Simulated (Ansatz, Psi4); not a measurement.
Molecule: oxosilicon, SiO (charge 0, singlet). SMILES: [O+]#[Si-]
Coordinates optimised at B3LYP-D3(BJ)/def2-TZVP (Ansatz, a quantum-chemistry and plane-wave program):
```
Si
O 1 1.5131
```
Charge 0, spin multiplicity 1.

B3LYP/6-31G* beside other levels, property by property. Set-up: 6-31G* and kin with 6d, 5d where marked; no spin-orbit coupling; non-relativistic; atomisation electronic, to ground-state atoms; frozen cores in correlated levels; 6-311+G** with 5d, 6d on Na to Ar in Ansatz; open shells spin-unrestricted. CBS(X,Y): correlation extrapolated as X^-3; Hartree-Fock from the larger set (for Q and 5 zeta extrapolated as (X+1)exp(-9√X)). First-principles rows: single points at B3LYP-D3(BJ) geometries (Ansatz), with unscaled harmonic terms from B3LYP/6-31G* at its own minima, enthalpies of formation by atomisation with measured atoms.

Measured values: G2/97 table in ASE (Curtiss et al.); NIST CCCBDB, as tabulated in the package chemicals; they hold spin-orbit and core effects, anharmonicity. Coupled cluster (Ansatz) is a level with limits of its own, used here on species with T1 under 0.025 (0.045 for open shells) and stable references: CCSD(T)/CBS(cc-pV(Q+d)Z,cc-pV(5+d)Z).

```
property                                   B3LYP/6-31G* (Ansatz)  PBE/6-31G* (Ansatz)  B3LYP/6-311+G** (Ansatz)  wB97X-D/6-31G* (Psi4)        to compare with
-----------------------------------------  ---------------------  -------------------  ------------------------  ---------------------  ---------------------
atomisation energy (kcal/mol)                              180.4                190.2                     180.3                  180.0  191.8 coupled cluster
size of the dipole moment (D)                               2.61                 2.30                      3.25                   2.68          3.10 measured
enthalpy of formation at 298 K (kcal/mol)                  -12.8                -22.5                     -12.7                  -12.4         -24.6 measured
```

As the rows show:
- atomisation energy: B3LYP/6-31G* lies 11.4 kcal/mol below coupled cluster.
- size of the dipole moment: B3LYP/6-31G* lies 0.49 D below the measured value.
- enthalpy of formation at 298 K: B3LYP/6-31G* lies 11.8 kcal/mol above the measured value.

The properties are those with a value to compare with, at most eight drawn at random. No case is left out for the size of its miss. Left out are saddle points of the reference geometry, anions that the best level run finds unbound, excited spin states, species near biochemistry, cases with under five habitual levels, runs that failed or whose electronic state is in doubt, and table entries that another table contradicts.
